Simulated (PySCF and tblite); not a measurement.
C5H10O, numbered as in [CH3:1][C:2](=[O:3])[CH:4]([CH3:5])[CH3:6].

The ensemble was built from 90 distance-geometry starts (ETKDG and KDG, MMFF94s, GFN2-xTB) and rests on PBE0-D3(BJ)/def2-SVP geometries. Energies: PBE0-D3(BJ)/def2-TZVP (IEF-PCM, chloroform), with GFN2-xTB thermal terms (modes under about 100 cm⁻¹ blended into free rotors). Symmetry numbers and mirror images are counted. Conformers within 3 kcal/mol (GFN2-xTB free energy) were kept, 8 at most. GIAO shieldings: PBE0/pcSseg-1 (IEF-PCM, chloroform). Shifts are against TMS (¹H), TMS (¹³C) at the same level. Codes: tblite and PySCF.

Torsions listed: O3–C2–C4–C5. Of a mirror pair one member is shown.

```
conformer  shape  weight %  dipole D
        1   -95°      81.8      3.59
        2   136°      18.2      3.68
```

(1) How do the computed shifts compare with measured ones?

Results:

(1) 
```json
{"nucleus": "¹H", "signal": "H4", "leading conformer": "2.45", "average": "2.38", "measured": "2.58", "medium": "not stated per compound (mostly CDCl3 or CCl4)"}
{"nucleus": "¹H", "signal": "H5/H6", "leading conformer": "1.02", "average": "1.04", "measured": "1.11", "medium": "not stated per compound (mostly CDCl3 or CCl4)"}
{"nucleus": "¹³C", "signal": "C4", "leading conformer": "43.0", "average": "43.9", "measured": "41.6", "medium": "not stated per compound (mostly CDCl3 or CCl4)"}
{"nucleus": "¹³C", "signal": "C5/C6", "leading conformer": "20.2", "average": "20.4", "measured": "18.2", "medium": "not stated per compound (mostly CDCl3 or CCl4)"}
```

Measured values: Pretsch, Buehlmann, Badertscher, Structure Determination of Organic Compounds, 4th ed. (2009). Mean difference for ¹H: -0.14 ppm, scatter 0.07 ppm. Mean difference for ¹³C: 2.25 ppm, scatter 0.05 ppm. The computed shifts are unscaled and lack vibrational corrections.
